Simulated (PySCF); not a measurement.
## Which determinant of MgAl lies lowest?

Unrestricted PBE0; PySCF, no relativity, basis sets Mg 3-21G, Al 3-21G. Outer shells of the fragments: Mg 3s2; Al 3s2 3p1.

Followed along the bond (rough minima from three points):

| 2Ms+1 | unpaired | ⟨S²⟩ at the start | R at minimum (Å) | Te (eV) |
| --- | --- | --- | --- | --- |
| 2 | π ↑ | 0.78 | 2.92 | 0.00 |
| 2 | σ ↑ | 0.76 | 3.31 | 0.19 |
| 4 | σ ↑, π ↑↑ | 3.76 | 2.53 | 1.18 |
| 4 | σ ↑↑, π ↑ | 3.75 | 2.75 | 1.24 |
| 2 | σ ↑, π ↑↓ | 1.76 | 2.54 | 1.68 |

Solutions found at the starting distance of 2.550 Å, counted from the lowest of them; the search is not exhaustive and high or unbound solutions are not listed, so other states can lie among these:

```csv
2Ms+1,unpaired,term,E (eV),⟨S²⟩,⟨Lz²⟩,μ (D)
2,π ↑,²Π,0.00,0.78,1.00,-1.62
2,σ ↑,²Σ⁺,0.60,0.76,0.00,0.75
4,"σ ↑, π ↑↑",⁴Σ⁻,0.98,3.76,0.00,-2.58
4,"σ ↑↑, π ↑",⁴Π,1.14,3.75,1.00,-0.46
2,"σ ↑, π ↑↓",mixed,1.48,1.76,2.00,-2.49
2,"σ ↓, π ↑↑",mixed,1.56,1.76,0.00,-2.74
2,σ ↑,mixed,1.98,0.81,2.00,-2.05
4,"σ ↑, π ↑↑",mixed,2.99,3.76,2.00,0.07
2,π ↑,²Π,4.15,0.99,1.00,-3.26
```

A term symbol is given only where ⟨S²⟩ and ⟨Lz²⟩ are close to those of a pure state; real π, δ and φ orbitals otherwise mix terms. A positive dipole means Mg(−)Al(+).

**Question.** Compare the gap between the two lowest followed solutions at the starting distance with the gap between their minima.

**Answer.** At PBE0 the second solution (doublet, unpaired electrons σ ↑) lies +0.60 eV from the first (doublet, unpaired electrons π ↑) at 2.550 Å and +0.19 eV at the minima; the two curves relax by different amounts, since their minima lie near 3.31 and 2.92 Å.

Counting both spins, an empty level lies below a filled one in some of these solutions, because spin and occupation are held. 3-21G is very small, so such numbers show the basis as much as the molecule.
